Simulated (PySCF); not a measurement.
Rows and methods have been separated. Pair them.

Compound: phosphaethyne, CHP.
InChI=1S/CHP/c1-2/h1H

The closed-shell ground state was solved 3 times with PySCF (density fitting, gas phase), always with PBE0, in these basis sets: 6-31G*, def2-SVPD and def2-TZVPD. Geometry: PBE0-D3(BJ)/def2-SVP; no solvent, vibrations or thermal averaging.

```json
{"row": "P", "total energy (Eh)": "-379.8366", "HOMO (eV)": "-8.12", "LUMO (eV)": "-1.46", "dipole (D)": "0.38"}
{"row": "Q", "total energy (Eh)": "-379.6782", "HOMO (eV)": "-8.11", "LUMO (eV)": "-1.33", "dipole (D)": "0.41"}
{"row": "R", "total energy (Eh)": "-379.7906", "HOMO (eV)": "-8.02", "LUMO (eV)": "-1.12", "dipole (D)": "0.74"}
```

Problem. Which basis belongs to which row?

Solution. P = def2-TZVPD, Q = def2-SVPD, R = 6-31G*. From the lowest total energy up: def2-TZVPD (89 functions) 0 eV; 6-31G* (34 functions) +1.25 eV; def2-SVPD (52 functions) +4.31 eV.
